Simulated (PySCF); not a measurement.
Compound: C5H9N.
Z-matrix (Å and degrees, PBE0-D3(BJ)/def2-SVP geometry), rows numbered from 1:
```
N 
C   1  1.2672
C   2  1.5214  1  128.83
C   3  1.5286  2  104.78  1   168.34
C   4  1.5321  3  103.46  2    31.58
C   2  1.5153  1  122.97  3  -179.63
H   1  1.0254  2  110.18  3    -1.41
H   3  1.1008  2  112.04  1    43.37
H   3  1.1050  2  107.87  1   -74.09
H   4  1.1033  3  109.83  2   -85.42
H   4  1.0999  3  113.36  2   154.72
H   5  1.1035  4  109.57  3    77.84
H   5  1.0998  4  113.17  3  -162.78
H   6  1.0990  2  111.29  1    42.00
H   6  1.1044  2  107.83  1   -74.75
```

Linear response at CAM-B3LYP/def2-SVPD (PySCF, frozen core in the response, non-relativistic).

Static isotropic polarisability: 64.53 au (9.56 Å³), principal values 52.8, 65.0, 75.8 au.

Q: What is the polarisability at 1064 nm and at the sodium D line?

A: 65.00 au at 1064 nm (+0.7 %), 66.10 au at 589.3 nm (+2.4 %). The rise at 589.3 nm is 3.35 times that at 1064 nm; a pure ω² law gives 3.26. The lowest singlet lies at 233 nm, shorter than both wavelengths.

Q: What is the isotropic C6 coefficient between two such molecules, C6 = (3/π)∫α(iω)² dω?

A: 1828 au (Eh·bohr⁶) by a ten-point quadrature over imaginary frequencies, which is 1090 eV·Å⁶ or 105 J·nm⁶/mol.

Q: Which effective excitation energy ω̄ makes London's formula C6 = (3/4)α²ω̄ exact here?

A: ω̄ = 4·C6/(3α²) = 0.585 Eh = 15.9 eV. A one-pole form α(ω) = α/(1 − ω²/ω̄²) fitted to the 1064 nm value gives 13.8 eV.

Q: What does −C6/R⁶ come to at R = 12 Å between centres?

A: -35 J/mol. This is the leading, orientation-averaged term; C8 and higher terms are left out.

Q: How many electrons N does the Slater–Kirkwood formula C6 = (3/4)·√N·α^(3/2) need to give this C6?

A: N = (4·C6/3)²/α³ = 22.1; the species has 46 electrons in all.

Q: What n − 1 at the D line would an ideal gas of it have at 273.15 K and 1 atm (2.6868 × 10¹⁹ cm⁻³), by n − 1 = 2π·N·α′?

A: 16.54 × 10⁻⁴, a formal value whether or not that pressure can be reached.

Q: The lowest 6 singlets have (eV, f): 5.31, 0.003; 7.09, 0.035; 7.68, 0.210; 7.77, 0.016; 8.02, 0.001; 8.38, 0.007. What share of the static polarisability do they carry in the sum over states α = Σ f/ω²?

A: 3.51 au, 5.4 % of α; the largest term, 2.64 au, is that of the state at 7.68 eV. Their oscillator strengths add up to 0.27. Higher states carry the rest.

Q: What three-body coefficient follows from the one-pole estimate C9 = (3/4)·α·C6?

A: 88500 au. This is an estimate from the two numbers above, not a computed integral.

Q: What molar refraction at the D line follows from R = (4π/3)·N_A·α′, with α′ the polarisability volume?

A: α′ = 9.79 Å³ gives R = 24.71 cm³/mol, for isolated, non-vibrating species.

Time: 24 s wall; peak memory 0.91 GiB. Hardware: one thread of an AMD EPYC 9R14, no GPU, shared host with 96 logical CPUs at a one-minute load of 41. This is the whole response run at CAM-B3LYP/def2-SVPD, SCF included.

One conformer stands for the species.
